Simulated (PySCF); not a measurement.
Species: carbonyl fluoride, CF₂O.
Bonds: O1–C2 (double), C2–F3, C2–F4.

A GFN2-xTB structure was refined with PBE0-D3(BJ)/def2-SVP geometry optimisation, gas phase in PySCF 2.14.0. Its GFN2-xTB values:

```tsv
coordinate	GFN2-xTB
O1=C2	1.136 Å
C2–F3	1.302 Å
O1–C2–F3	125.7°
F3–C2–F4	105.3°
```

Q: How do these coordinates change at the PBE0-D3(BJ)/def2-SVP level?

A: 
| coordinate | PBE0-D3(BJ)/def2-SVP (Å or °) | change |
| --- | --- | --- |
| O1=C2 | 1.171 | +0.035 |
| C2–F3 | 1.307 | +0.005 |
| F3–C2–F4 | 108.0 | +2.7 |
| O1–C2–F3 | 126.1 | +0.4 |

The energy falls by 9.2 kJ/mol over 7 energy and gradient evaluations, the largest force component goes from 0.0694 to 3.2e-04 Eh/bohr, and the atoms move by 0.024 Å rms after alignment. The bond that changes most is O1=C2 (carbonyl oxygen to carbonyl carbon), which lengthens by 0.035 Å. Bonds longer at the end by more than 0.005 Å: 2 of 3; shorter: 0. Rotational constants go from 12523, 11948, 6114 to 11895, 11838, 5933 MHz.

The run used 56 basis functions and 46 SCF cycles in all. Time: 3.6 s wall; peak memory 0.27 GiB. Hardware: AMD EPYC 9R14, one thread, shared host with 96 logical CPUs at a one-minute load of 10.

Stationary, but not proved a minimum.
